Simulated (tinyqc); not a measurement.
Harmonic frequencies on the RHF/sto-6g surface (energies and gradients from PySCF), for H3O+, spin multiplicity 1, step by step. Computed by tinyqc, a small Python program that keeps every step (integrals from PySCF). Settings: charge = 1, multiplicity = 1, basis = sto-6g, delta = 0.002. Command: `OMP_NUM_THREADS=1 python tinyqc.py 25320 25321 out.jsonl` (the two numbers bound the seeds that draw the settings). One thread of a shared host (Intel(R) Xeon(R) Processor @ 2.60GHz), about 6 s of CPU time with the checks.

## One row of the Hessian: 1Ox

optimised positions (bohr):
```
            x          y          z
1O   0.022956   0.012797   0.513817
2H   1.820046  -0.050152   0.008863
3H  -0.862855   1.565580  -0.027141
4H  -0.919676  -1.560351   0.160196
```

gradient at +delta (hartree/bohr):
```
              x            y            z
1O   0.00210549  -0.00000588  -0.00005264
2H  -0.00117021   0.00003898   0.00038952
3H  -0.00045474   0.00039217  -0.00018775
4H  -0.00048054  -0.00042526  -0.00014913
```

gradient at -delta (hartree/bohr):
```
              x            y            z
1O  -0.00212254  -0.00000101   0.00002952
2H   0.00116493  -0.00004156  -0.00038405
3H   0.00046132  -0.00040325   0.00019675
4H   0.00049628   0.00044581   0.00015778
```

Displace 1Ox by +/-0.002 bohr; H(k, :) = (g(+) - g(-)) / (2 delta).

row of the Hessian (hartree/bohr^2): 1Ox 1.05700636, 1Oy -0.00121808, 1Oz -0.02053927, 2Hx -0.58378363, 2Hy 0.02013368, 2Hz 0.19339238, 3Hx -0.22901611, 3Hy 0.19885361, 3Hz -0.09612499, 4Hx -0.24420662, 4Hy -0.21776922, 4Hz -0.07672812

## Hessian by finite differences

All rows are made in the same way, and the matrix is symmetrised.

Hessian (symmetrised) (hartree/bohr^2):
```
             1Ox          1Oy          1Oz          2Hx          2Hy          2Hz          3Hx          3Hy
1Ox   1.05700636  -0.00121789  -0.02053840  -0.58378352   0.02013376   0.19339518  -0.22901636   0.19885426
1Oy  -0.00121789   1.05426484  -0.05453367   0.01615296  -0.11438225   0.00016546   0.20206923  -0.46265054
1Oz  -0.02053840  -0.05453367   0.14124185   0.12700132   0.00137216  -0.05265917  -0.06405068   0.12170065
2Hx  -0.58378352   0.01615296   0.12700132   0.59126822  -0.01835152  -0.15174449  -0.00313549  -0.00339263
2Hy   0.02013376  -0.11438225   0.00137216  -0.01835152   0.08262770   0.00100917   0.03692061   0.01434138
2Hz   0.19339518   0.00016546  -0.05265917  -0.15174449   0.00100917   0.05302161  -0.02304988   0.00177943
3Hx  -0.22901636   0.20206923  -0.06405068  -0.00313549   0.03692061  -0.02304988   0.20611620  -0.21699066
3Hy   0.19885426  -0.46265054   0.12170065  -0.00339263   0.01434138   0.00177943  -0.21699066   0.46157191
3Hz  -0.09612676   0.17989191  -0.05916999   0.01231545  -0.01897748   0.00074807   0.07744465  -0.14279966
4Hx  -0.24420687  -0.21700431  -0.04241225  -0.00434912  -0.03870284  -0.01860058   0.02603580   0.02152900
4Hy  -0.21777014  -0.47723244  -0.06853912   0.00559118   0.01741329  -0.00295407  -0.02199915  -0.01326261
4Hz  -0.07673002  -0.12552370  -0.02941261   0.01242774   0.01659615  -0.00111053   0.00965590   0.01931959

             3Hz          4Hx          4Hy          4Hz
1Ox  -0.09612676  -0.24420687  -0.21777014  -0.07673002
1Oy   0.17989191  -0.21700431  -0.47723244  -0.12552370
1Oz  -0.05916999  -0.04241225  -0.06853912  -0.02941261
2Hx   0.01231545  -0.00434912   0.00559118   0.01242774
2Hy  -0.01897748  -0.03870284   0.01741329   0.01659615
2Hz   0.00074807  -0.01860058  -0.00295407  -0.00111053
3Hx   0.07744465   0.02603580  -0.02199915   0.00965590
3Hy  -0.14279966   0.02152900  -0.01326261   0.01931959
3Hz   0.05924098   0.00636656  -0.01811459  -0.00081908
4Hx   0.00636656   0.22252035   0.23417811   0.05464626
4Hy  -0.01811459   0.23417811   0.47308188   0.08960777
4Hz  -0.00081908   0.05464626   0.08960777   0.03134219
```

## Normal modes

masses (u): 1O 15.994915, 2H 1.007825, 3H 1.007825, 4H 1.007825

Diagonalise H_ij / sqrt(m_i m_j); the 6 smallest eigenvalues belong to translations and rotations; wavenumber = sqrt(eigenvalue / 1822.888) x 219474.63; each mode has its largest component positive (the first on a tie); zero-point energy = sum of wavenumbers / 2, with 349.755 1/cm per kcal/mol.

eigenvalues of the mass-weighted Hessian (hartree/(bohr^2 u)): -0.000006  -0.000003  -0.000002  0.000000  0.000000  0.000000  0.026239  0.139243  0.139247  0.616984  0.691479  0.691505

harmonic wavenumbers of the vibrations (1/cm): 832.7  1918.2  1918.2  4037.8  4274.6  4274.7

mass-weighted modes:
```
        mode 1     mode 2     mode 3     mode 4     mode 5     mode 6
1Ox  -0.008726  -0.242405   0.020944   0.001880  -0.280880  -0.068907
1Oy  -0.023122  -0.020592  -0.242065   0.005112   0.069176  -0.280364
1Oz  -0.388422   0.006664   0.013938   0.086399   0.002166   0.018220
2Hx   0.136890  -0.120202   0.026549   0.560916   0.732427   0.165818
2Hy   0.028273   0.071939   0.760134  -0.017795  -0.028590   0.006293
2Hz   0.513221  -0.168113  -0.028400  -0.126750  -0.208807  -0.047975
3Hx  -0.049094   0.589352   0.321425  -0.275383   0.259401  -0.264520
3Hy   0.140274   0.383157   0.046381   0.485771  -0.436048   0.480512
3Hz   0.510612   0.032135  -0.162894  -0.137931   0.155227  -0.168801
4Hx  -0.053033   0.496544  -0.431411  -0.293021   0.127146   0.373214
4Hy  -0.076432  -0.373064   0.157824  -0.488343   0.189052   0.630113
4Hz   0.523563   0.109431   0.135767  -0.079516   0.044950   0.144192
```

zero-point energy = 24.668827 kcal/mol

Within a degenerate level the vectors are fixed only up to a rotation; this is one choice.
